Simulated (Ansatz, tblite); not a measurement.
**BCl2(NH2) (BCl2H2N): charged states by level of theory**

What does removing an electron cost or gain for BCl2(NH2) (BCl2H2N)? Each charged state is run at several levels.

Program: Ansatz 0.2.0, Gaussian basis. Level of theory: as each input shows. These are calculated values, not measurements.

Plan: charge +1 doublet, at the geometry of the singlet (PBE0-D4/def2-TZVP, PBE-D4/def2-TZVP, r2SCAN-D4/def2-TZVP, CCSD(T)/def2-TZVPP); charge +1 doublet, relaxed (PBE0-D4/def2-TZVP, PBE-D4/def2-TZVP); the starting singlet's energies come from earlier runs.

## (1) The structure

The singlet was relaxed beforehand with PBE-D4/def2-TZVP.

6 atoms, charge 0, spin multiplicity 1.

Atoms are counted from 1 here; the program's logs count them from 0.

Bond lengths: B1–Cl2 1.771 Å, B1–Cl3 1.771 Å, B1–N4 1.394 Å, N4–H5 1.014 Å, N4–H6 1.014 Å. Angles: Cl2–B1–Cl3 119.6°, Cl2–B1–N4 120.2°, Cl3–B1–N4 120.2°, B1–N4–H5 122.4°, B1–N4–H6 122.4°, H5–N4–H6 115.3°.

## (2) Charge +1 doublet at the fixed geometry, first pass, PBE0-D4/def2-SVP

Contents of in.yaml:

```yaml
crystal:
  periodic: [false, false, false]
  atoms:
    - {symbol: B, position_ang: [0.289543, 0.503360, 0.003611]}
    - {symbol: Cl, position_ang: [1.997381, 0.545712, 0.470503]}
    - {symbol: Cl, position_ang: [-0.529061, 2.005661, -0.454079]}
    - {symbol: N, position_ang: [-0.405629, -0.704656, -0.004276]}
    - {symbol: H, position_ang: [-1.382944, -0.766604, -0.266531]}
    - {symbol: H, position_ang: [0.030711, -1.583472, 0.250772]}
basis:
  gaussian: {orbitals: def2-SVP}
total_charge: 1
magnetization: {spin_polarized: true, initial_magnetization: 1}
hamiltonian: {xc: pbe0, dispersion: d4}
output: {orbitals: {seedname: orbitals}}
```

The run is started by

```console
> ansatz run in.yaml --threads 4 --pin off --events-out ev --progress --plain --max-ram 3916MiB
```

Standard output:

```text
Functional definition: PBE0
  name "PBE0"
  cite "Adamo & Barone, J. Chem. Phys. 110, 6158 (1999) doi:10.1063/1.478522"
  cite "Perdew, Burke & Ernzerhof, Phys. Rev. Lett. 77, 3865 (1996) doi:10.1103/PhysRevLett.77.3865"
  parent pbe
  parameter a = 0.25
  parameter kappa = 0.804
  parameter beta = 0.06672455060314922
  exchange = (1 - a)*pbe_x(kappa = kappa, mu = beta*pi^2/3) + a*exact_x
  correlation = pbe_c(beta = beta)
710 factors; integrals over basis functions are off by at most 1.2e-3 eV
mean field evaluation 1: about -27207.5473 eV, gradient 4.6e1 eV
mean field evaluation 2: about -27185.9817 eV, gradient 7.4e1 eV
mean field evaluation 4: about -27216.3649 eV, gradient 3.8e0 eV
mean field evaluation 8: about -27216.5994 eV, gradient 2.3e-1 eV
mean field evaluation 16: about -27216.5998 eV, gradient 1.2e-2 eV
mean field evaluation 32: about -27217.0351 eV, gradient 3.1e-4 eV
mean field evaluation 64: about -27216.8875 eV, gradient 6.2e-1 eV
mean field -27217.03506253 eV, -1000.2075901790 hartree, gradient 9.7e-6 eV, S^2 0.764351; 7 other end points of the search recorded, 0 dependent functions left out
reference -27217.03508193 eV, -1000.2075908920 hartree; 24, 23 occupied and 50, 51 virtual orbitals, 710 factors
Total energy: -27217.13728557 eV, -1000.2113468065 hartree
```

Wall time 2.6 s (4 threads of Arm Neoverse V2, shared host).

From the report: HOMO -14.67 eV, LUMO -12.95 eV (over both spins); ⟨S²⟩ 0.764 (pure: 0.75).

## (3) Charge +1 doublet at the fixed geometry, PBE0-D4/def2-TZVP

start.molden holds the orbitals of an earlier run on this state, given as this run's starting guess.

Changes to in.yaml since step 2:

```diff
@@ -10,3 +10,3 @@
 basis:
-  gaussian: {orbitals: def2-SVP}
+  gaussian: {orbitals: def2-TZVP, initial_orbitals: start.molden}
 total_charge: 1
@@ -14,2 +14,3 @@
 hamiltonian: {xc: pbe0, dispersion: d4}
+scf: {omitted_lower_state_checks: [starts]}
 output: {orbitals: {seedname: orbitals}}
```

The command is unchanged.

Standard output:

```text
Functional definition: PBE0
  name "PBE0"
  cite "Adamo & Barone, J. Chem. Phys. 110, 6158 (1999) doi:10.1063/1.478522"
  cite "Perdew, Burke & Ernzerhof, Phys. Rev. Lett. 77, 3865 (1996) doi:10.1103/PhysRevLett.77.3865"
  parent pbe
  parameter a = 0.25
  parameter kappa = 0.804
  parameter beta = 0.06672455060314922
  exchange = (1 - a)*pbe_x(kappa = kappa, mu = beta*pi^2/3) + a*exact_x
  correlation = pbe_c(beta = beta)
these checks for a lower state are left out or cut short: starts
948 factors; their error is unknown
mean field evaluation 1: about -27225.2880 eV, gradient 1.1e2 eV
mean field evaluation 2: about -27227.8470 eV, gradient 3.0e0 eV
mean field evaluation 4: about -27227.9583 eV, gradient 1.8e-1 eV
mean field evaluation 8: about -27227.9584 eV, gradient 1.1e-5 eV
mean field -27227.95836109 eV, -1000.6090139969 hartree, gradient 9.9e-6 eV, S^2 0.764771; 0 other end points of the search recorded, 0 dependent functions left out
reference -27227.95838539 eV, -1000.6090148900 hartree; 24, 23 occupied and 124, 125 virtual orbitals, 948 factors
Total energy: -27228.06058903 eV, -1000.6127708045 hartree
Checks for a lower state left out: starts
```

It took 3.8 s on 4 threads of Arm Neoverse V2, shared host; peak memory 0.56 GiB.

From the report: HOMO -14.66 eV, LUMO -12.87 eV (over both spins); ⟨S²⟩ 0.765 (pure: 0.75).

## (4) Charge +1 doublet at the fixed geometry, PBE-D4/def2-TZVP

Changes to in.yaml since step 3:

```diff
@@ -13,3 +13,3 @@
 magnetization: {spin_polarized: true, initial_magnetization: 1}
-hamiltonian: {xc: pbe0, dispersion: d4}
+hamiltonian: {xc: pbe, dispersion: d4}
 scf: {omitted_lower_state_checks: [starts]}
```

Same command.

Standard output:

```text
Functional definition: PBE
  name "PBE"
  cite "Perdew, Burke & Ernzerhof, Phys. Rev. Lett. 77, 3865 (1996) doi:10.1103/PhysRevLett.77.3865"
  parent pbe
  parameter kappa = 0.804
  parameter beta = 0.06672455060314922
  exchange = pbe_x(kappa = kappa, mu = beta*pi^2/3)
  correlation = pbe_c(beta = beta)
these checks for a lower state are left out or cut short: starts
924 factors; their error is unknown
mean field evaluation 1: about -27225.8978 eV, gradient 8.9e0 eV
mean field evaluation 2: about -27226.0279 eV, gradient 3.3e-1 eV
mean field evaluation 4: about -27226.0245 eV, gradient 1.7e-1 eV
mean field evaluation 8: about -27226.0594 eV, gradient 3.0e-1 eV
mean field -27226.06012664 eV, -1000.5392551678 hartree, gradient 2.0e-5 eV, S^2 0.755304; 0 other end points of the search recorded, 0 dependent functions left out
reference -27226.06015898 eV, -1000.5392563559 hartree; 24, 23 occupied and 124, 125 virtual orbitals, 924 factors
Total energy: -27226.18200080 eV, -1000.5437339606 hartree
Checks for a lower state left out: starts
```

Wall time 1.8 s (4 threads of Arm Neoverse V2, shared host).

Report: HOMO -13.56 eV, LUMO -13.52 eV (over both spins); ⟨S²⟩ 0.755 (pure: 0.75).

## (5) Charge +1 doublet at the fixed geometry, r2SCAN-D4/def2-TZVP

Changes to in.yaml since step 4:

```diff
@@ -13,3 +13,3 @@
 magnetization: {spin_polarized: true, initial_magnetization: 1}
-hamiltonian: {xc: pbe, dispersion: d4}
+hamiltonian: {xc: r2scan, dispersion: d4}
 scf: {omitted_lower_state_checks: [starts]}
```

The command is unchanged.

Standard output:

```text
Functional definition: r2SCAN
  name "r2SCAN"
  cite "Furness, Kaplan, Ning, Perdew & Sun, J. Phys. Chem. Lett. 11, 8208 (2020) doi:10.1021/acs.jpclett.0c02405"
  cite "Furness, Kaplan, Ning, Perdew & Sun, J. Phys. Chem. Lett. 11, 9248 (2020) doi:10.1021/acs.jpclett.0c03077"
  parent r2scan
  parameter k0 = 0.174
  parameter k1 = 0.065
  parameter a1 = 4.9479
  exchange = r2scan_x(k0 = k0, k1 = k1, a1 = a1)
  correlation = r2scan_c
these checks for a lower state are left out or cut short: starts
924 factors; their error is unknown
mean field evaluation 1: about -27236.1038 eV, gradient 6.3e0 eV
mean field evaluation 2: about -27236.1358 eV, gradient 7.4e-2 eV
mean field evaluation 4: about -27236.1281 eV, gradient 1.4e-3 eV
mean field evaluation 8: about -27236.1281 eV, gradient 1.8e-5 eV
mean field -27236.12810117 eV, -1000.9092464072 hartree, gradient 6.9e-6 eV, S^2 0.763949; 0 other end points of the search recorded, 0 dependent functions left out
reference -27236.12811091 eV, -1000.9092467653 hartree; 24, 23 occupied and 124, 125 virtual orbitals, 924 factors
Total energy: -27236.15553378 eV, -1000.9102545371 hartree
Checks for a lower state left out: starts
```

Wall time 6.5 s (4 threads of Arm Neoverse V2, shared host).

Report: HOMO -13.62 eV, LUMO -13.49 eV (over both spins); ⟨S²⟩ 0.764 (pure: 0.75).

## (6) Charge +1 doublet at the fixed geometry, CCSD(T)/def2-TZVPP

Changes to in.yaml since step 5:

```diff
@@ -10,7 +10,7 @@
 basis:
-  gaussian: {orbitals: def2-TZVP, initial_orbitals: start.molden}
+  gaussian: {orbitals: def2-TZVPP, initial_orbitals: start.molden}
 total_charge: 1
 magnetization: {spin_polarized: true, initial_magnetization: 1}
-hamiltonian: {xc: r2scan, dispersion: d4}
-scf: {omitted_lower_state_checks: [starts]}
+correlation: {method: ccsd_t}
+scf: {omitted_lower_state_checks: [starts, cluster_reference]}
 output: {orbitals: {seedname: orbitals}}
```

The command is unchanged.

Standard output, shortened:

```text
Functional definition: HF
  name "HF"
  cite "Fock, Z. Phys. 61, 126 (1930) doi:10.1007/BF01340294"
  parent pbe
[...]
1043 factors; integrals over basis functions are off by at most 1.1e-3 eV
[...]
mean field -27187.83470301 eV, -999.1344967593 hartree, gradient 2.9e-6 eV, S^2 0.764356; 0 other end points of the search recorded, 0 dependent functions left out
12 core orbitals not correlated: weight in the atoms' cores, before any rotation towards them, 1.000 or more for the frozen orbitals, at most 0.000 for the correlated occupied ones
reference -27187.83470301 eV, -999.1344967593 hartree; 12, 11 occupied and 150, 151 virtual orbitals, 1043 factors
second order -17.30810206 eV of doubles, -0.00000000 eV of singles
cycle   1  -18.09261348 eV  change   -7.8e-1 eV  update   1.0e-1
[...]
cycle  13  -18.67800389 eV  change    5.4e-6 eV  update   5.3e-6
perturbative correction -0.84691343 eV, -0.0311234947 hartree
Total energy: -27207.35962033 eV, -999.8520242365 hartree
Checks for a lower state left out: starts, cluster_reference
```

Wall time 3.4 min (4 threads of Arm Neoverse V2, shared host); peak memory 1.8 GiB.

From the report: Hartree-Fock HOMO -17.46 eV, LUMO -8.10 eV (over both spins); ⟨S²⟩ 0.764 (pure: 0.75); T1 0.034.

## (7) Vertical ionisation energy

Charged state less starting state, singlet to doublet; the starting state's energies are those of its earlier runs.

Differences are taken before rounding.

| method | vertical ionisation energy (eV) | from CCSD(T)/def2-TZVPP (eV) | time |
| --- | --- | --- | --- |
| HF/def2-TZVPP | 9.86 | -1.09 |  |
| PBE-D4/def2-TZVP | 10.38 | -0.57 | 2.5 s |
| r2SCAN-D4/def2-TZVP | 10.54 | -0.41 | 8.1 s |
| PBE0-D4/def2-TZVP | 10.73 | -0.22 | 5 s |
| MP2/def2-TZVPP | 11.26 | +0.30 |  |
| CCSD/def2-TZVPP | 10.95 | 0.00 |  |
| CCSD(T)/def2-TZVPP | 10.95 | 0 | 3.6 min |

Times add the two runs; a level without a time comes out of a correlated run.

Beside −ε(HOMO) of the starting state:

| level | −ε(HOMO) (eV) | by difference (eV) | mismatch (eV) |
| --- | --- | --- | --- |
| PBE-D4/def2-TZVP | 7.15 | 10.38 | -3.23 |
| r2SCAN-D4/def2-TZVP | 7.48 | 10.54 | -3.07 |
| PBE0-D4/def2-TZVP | 8.56 | 10.73 | -2.17 |

## (8) Relaxing the charge +1 doublet

Changes to in.yaml since step 6:

```diff
@@ -10,7 +10,8 @@
 basis:
-  gaussian: {orbitals: def2-TZVPP, initial_orbitals: start.molden}
+  gaussian: {orbitals: def2-TZVP}
 total_charge: 1
 magnetization: {spin_polarized: true, initial_magnetization: 1}
-correlation: {method: ccsd_t}
-scf: {omitted_lower_state_checks: [starts, cluster_reference]}
+hamiltonian: {xc: pbe, dispersion: d4}
+scf: {lower_state_search: "off"}
 output: {orbitals: {seedname: orbitals}}
+relax: {f_tol: 0.02, max_steps: 100}
```

The command is unchanged.

Standard output, shortened:

```text
Functional definition: PBE
  name "PBE"
  cite "Perdew, Burke & Ernzerhof, Phys. Rev. Lett. 77, 3865 (1996) doi:10.1103/PhysRevLett.77.3865"
  parent pbe
[...]
924 factors; their error is unknown
[...]
mean field -27226.06012664 eV, -1000.5392551678 hartree, gradient 1.6e-6 eV, S^2 0.755304; 0 other end points of the search recorded, 0 dependent functions left out
[...]
reference -27226.06015898 eV, -1000.5392563559 hartree; 24, 23 occupied and 124, 125 virtual orbitals, 924 factors
relax step   1: F+E_penalty+E_count = -27226.18196847 eV  Δ(F+E_penalty+E_count) = +0.000e0 eV  max|allowed force component| = 1.487e0 eV/Å  Δτ_max = 0.0000 Å  (71 SCF iters, accepted)
[...]
relax step   7: F+E_penalty+E_count = -27226.34658731 eV  Δ(F+E_penalty+E_count) = -2.756e-3 eV  max|allowed force component| = 9.401e-2 eV/Å  Δτ_max = 0.0227 Å  (25 SCF iters, accepted)
[...]
relax step   8: F+E_penalty+E_count = -27226.34714158 eV  Δ(F+E_penalty+E_count) = -5.543e-4 eV  max|allowed force component| = 1.001e-2 eV/Å  Δτ_max = 0.0102 Å  (25 SCF iters, accepted)
Total energy: -27226.34717417 eV, -1000.5498039698 hartree
Atom 0 at     0.323906     0.562638     0.003641 Å, force     0.002732     0.005765     0.001701 eV/Å
Atom 1 at     1.912793     0.557989     0.686348 Å, force    -0.001132     0.003487    -0.000005 eV/Å
Atom 2 at    -0.474857     1.940630    -0.669905 Å, force     0.003595     0.002081    -0.001153 eV/Å
Atom 3 at    -0.401960    -0.698416    -0.004435 Å, force    -0.000287    -0.003250    -0.001264 eV/Å
Atom 4 at    -1.419393    -0.756778     0.125505 Å, force    -0.010012     0.000617     0.004592 eV/Å
Atom 5 at     0.059512    -1.606063    -0.141153 Å, force     0.005104    -0.008700    -0.003870 eV/Å
Dipole moment:    -0.466056    -0.809751    -0.005439 e Å
Checks for a lower state left out: stability, starts, cluster_reference, orbital_swaps, neighbouring_geometries, increment
```

It took 9 s on 4 threads of Arm Neoverse V2, shared host.

Step by step: (the energy doesn't fall at every step)

| step | energy from step 1 (eV) | largest force component (eV/Å) |
| --- | --- | --- |
| 1 | 0.0000 | 1.4868 |
| 2 | -0.0964 | 1.0461 |
| 3 | -0.1360 | 0.6134 |
| 4 | -0.1516 | 0.8344 |
| 5 | -0.1619 | 0.3650 |
| 6 | -0.1576 | 0.2483 |
| 7 | -0.1646 | 0.0940 |
| 8 | -0.1652 | 0.0100 |

Close pairs (by a distance rule), those that changed most:

| bond | before (Å) | after (Å) | change (Å) |
| --- | --- | --- | --- |
| B1–N4 | 1.394 | 1.455 | +0.061 |
| B1–Cl3 | 1.771 | 1.729 | -0.042 |
| B1–Cl2 | 1.771 | 1.729 | -0.042 |
| N4–H6 | 1.014 | 1.027 | +0.014 |
| N4–H5 | 1.014 | 1.027 | +0.014 |

## (9) Charge +1 doublet, PBE0-D4/def2-TZVP

Contents of in.yaml:

```yaml
crystal:
  periodic: [false, false, false]
  atoms:
    - {symbol: B, position_ang: [0.323906, 0.562638, 0.003641]}
    - {symbol: Cl, position_ang: [1.912793, 0.557989, 0.686348]}
    - {symbol: Cl, position_ang: [-0.474857, 1.940630, -0.669905]}
    - {symbol: N, position_ang: [-0.401960, -0.698416, -0.004435]}
    - {symbol: H, position_ang: [-1.419393, -0.756778, 0.125505]}
    - {symbol: H, position_ang: [0.059512, -1.606063, -0.141153]}
basis:
  gaussian: {orbitals: def2-TZVP, initial_orbitals: start.molden}
total_charge: 1
magnetization: {spin_polarized: true, initial_magnetization: 1}
hamiltonian: {xc: pbe0, dispersion: d4}
scf: {omitted_lower_state_checks: [starts]}
output: {orbitals: {seedname: orbitals}}
```

Launched as before.

Standard output:

```text
Functional definition: PBE0
  name "PBE0"
  cite "Adamo & Barone, J. Chem. Phys. 110, 6158 (1999) doi:10.1063/1.478522"
  cite "Perdew, Burke & Ernzerhof, Phys. Rev. Lett. 77, 3865 (1996) doi:10.1103/PhysRevLett.77.3865"
  parent pbe
  parameter a = 0.25
  parameter kappa = 0.804
  parameter beta = 0.06672455060314922
  exchange = (1 - a)*pbe_x(kappa = kappa, mu = beta*pi^2/3) + a*exact_x
  correlation = pbe_c(beta = beta)
these checks for a lower state are left out or cut short: starts
948 factors; their error is unknown
mean field evaluation 1: about -27227.9442 eV, gradient 9.0e0 eV
mean field evaluation 2: about -27228.0930 eV, gradient 3.7e-1 eV
mean field evaluation 4: about -27228.1838 eV, gradient 2.3e-1 eV
mean field evaluation 8: about -27228.1841 eV, gradient 5.4e-5 eV
mean field -27228.18408913 eV, -1000.6173093493 hartree, gradient 5.4e-5 eV, S^2 0.760465; 0 other end points of the search recorded, 0 dependent functions left out
reference -27228.18411347 eV, -1000.6173102438 hartree; 24, 23 occupied and 124, 125 virtual orbitals, 948 factors
Total energy: -27228.28636184 eV, -1000.6210678024 hartree
Checks for a lower state left out: starts
```

Run time: 1.8 s. Hardware: 4 threads of Arm Neoverse V2, shared host.

HOMO -14.84 eV, LUMO -12.23 eV (over both spins); ⟨S²⟩ 0.760 (pure: 0.75).

## (10) Charge +1 doublet, PBE-D4/def2-TZVP

Changes to in.yaml since step 9:

```diff
@@ -13,3 +13,3 @@
 magnetization: {spin_polarized: true, initial_magnetization: 1}
-hamiltonian: {xc: pbe0, dispersion: d4}
+hamiltonian: {xc: pbe, dispersion: d4}
 scf: {omitted_lower_state_checks: [starts]}
```

The command is unchanged.

Standard output:

```text
Functional definition: PBE
  name "PBE"
  cite "Perdew, Burke & Ernzerhof, Phys. Rev. Lett. 77, 3865 (1996) doi:10.1103/PhysRevLett.77.3865"
  parent pbe
  parameter kappa = 0.804
  parameter beta = 0.06672455060314922
  exchange = pbe_x(kappa = kappa, mu = beta*pi^2/3)
  correlation = pbe_c(beta = beta)
these checks for a lower state are left out or cut short: starts
924 factors; their error is unknown
mean field evaluation 1: about -27226.0637 eV, gradient 8.9e0 eV
mean field evaluation 2: about -27226.2245 eV, gradient 4.9e-1 eV
mean field evaluation 4: about -27226.2251 eV, gradient 2.0e-1 eV
mean field evaluation 8: about -27226.2252 eV, gradient 2.5e-5 eV
mean field -27226.22523898 eV, -1000.5453229344 hartree, gradient 2.5e-5 eV, S^2 0.754882; 0 other end points of the search recorded, 0 dependent functions left out
reference -27226.22527158 eV, -1000.5453241322 hartree; 24, 23 occupied and 124, 125 virtual orbitals, 924 factors
Total energy: -27226.34717417 eV, -1000.5498039697 hartree
Checks for a lower state left out: starts
```

Wall time 1.3 s (4 threads of Arm Neoverse V2, shared host).

From the report: HOMO -13.76 eV, LUMO -13.03 eV (over both spins); ⟨S²⟩ 0.755 (pure: 0.75).

## (11) Adiabatic ionisation energy

Charged state less starting state, singlet to doublet; the starting state's energies are those of its earlier runs.

| level | adiabatic ionisation energy (eV) | time |
| --- | --- | --- |
| PBE-D4/def2-TZVP | +10.22 | 2 s |
| PBE0-D4/def2-TZVP | +10.51 | 3 s |

Times add the two runs; a level without a time comes out of a correlated run.

## (12) What came out

| quantity | value |
| --- | --- |
| vertical ionisation energy, functionals in def2-TZVP | 10.38 (PBE-D4) to 10.73 eV (PBE0-D4) |
| vertical ionisation energy, CCSD(T)/def2-TZVPP | 10.95 eV |
| adiabatic ionisation energy, functionals in def2-TZVP | 10.22 (PBE-D4) to 10.51 eV (PBE0-D4) |
| relaxation of the cation side, PBE-D4/def2-TZVP | 0.17 eV |

The vertical ionisation energy spans 10.38 to 10.73 eV over the functionals, beside 10.95 eV from CCSD(T)/def2-TZVPP. −ε(HOMO) misses the level's own difference by -2.17 eV at best (PBE0-D4) and -3.23 eV at worst (PBE-D4). The reference is CCSD(T) in one finite basis, so it carries an error of its own, often a tenth of an eV or more, and near misses can't be ranked. The adiabatic ionisation energy spans 10.22 to 10.51 eV over the functionals. Relaxing the oxidised state gains 0.17 eV at PBE-D4/def2-TZVP.
